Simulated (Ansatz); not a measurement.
**H$_{2}$O ··· C$_{2}$H$_{4}$**

The pair of H$_{2}$O (SMILES O, atoms 1–3) and C$_{2}$H$_{4}$ (SMILES C=C, atoms 4–9), both closed shells, in one local arrangement (a lower one may exist), relaxed at PBE0-D4/def2-TZVP:

```
9
angstrom
O -0.3294 -0.1159 -2.2704
H 0.5257 -0.3955 -2.6035
H -0.2166 -0.0593 -1.3147
C -0.1800 -0.5391 1.0887
C 0.1866 0.7291 0.9711
H -1.2234 -0.8349 1.0685
H 0.5487 -1.3327 1.2147
H 1.2301 1.0246 0.9960
H -0.5418 1.5237 0.8497
```

Computed with Ansatz 0.2.0 (basis: def2-TZVPPD, with def2-QZVPPD for the basis limit); correlated methods freeze the cores. B3LYP uses VWN-RPA correlation. Extrapolation: Hartree–Fock as exp(−7.88 √X), correlation as X^−2.97. Interaction energies count from these two fragments, frozen as in the pair, with the counterpoise correction; negative means bound.

Q: What is the interaction energy by CCSD(T) at an estimated basis limit (MP2 extrapolated from triple and quadruple zeta, plus CCSD(T) − MP2 in triple zeta)? (Judge from chemistry; the value comes from the calculation.)

A: Computed: -2.44 kcal/mol. Hartree–Fock alone gives -0.61 kcal/mol at the basis limit. It counts from the two fragments frozen as in the pair.

The same quantity by other methods in triple zeta, and each one's difference from that estimate:
| method | E_int (kcal/mol) | difference |
| --- | --- | --- |
| PBE-D4 | -3.04 | -0.60 |
| revPBE-D4 | -2.49 | -0.05 |
| BLYP-D4 | -2.42 | 0.02 |
| r2SCAN-D4 | -2.89 | -0.45 |
| B97M-V | -2.52 | -0.08 |
| PBE0-D4 | -2.90 | -0.47 |
| B3LYP-D4 | -2.57 | -0.13 |
| HSE06-D4 | -2.90 | -0.46 |
| wB97X-V | -2.58 | -0.14 |
| wB97M-V | -2.57 | -0.13 |
| B2PLYP | -1.92 | 0.52 |
| HF | -0.62 | 1.82 |
| MP2 | -2.38 | 0.05 |
| CCSD | -1.90 | 0.54 |
| CCSD(T) | -2.18 | 0.25 |
Differences are method less estimate.

Basis-set superposition shift (counterpoise-corrected less uncorrected): CCSD(T) 0.48; MP2 0.49; HF 0.06; PBE0-D4 0.06; wB97M-V 0.08 kcal/mol.

The T1 diagnostic stays at or below 0.011.

For scale, one of the runs: CCSD(T)/def2-TZVPPD, 216 basis functions, launched by `ansatz run in.yaml --threads 2 --pin off --events-out ev --progress --plain --max-ram 5222MiB`. The run took 53 s on 2 CPU threads of an Arm Neoverse V2 (shared host), with 3.3 GiB of host memory at its peak.
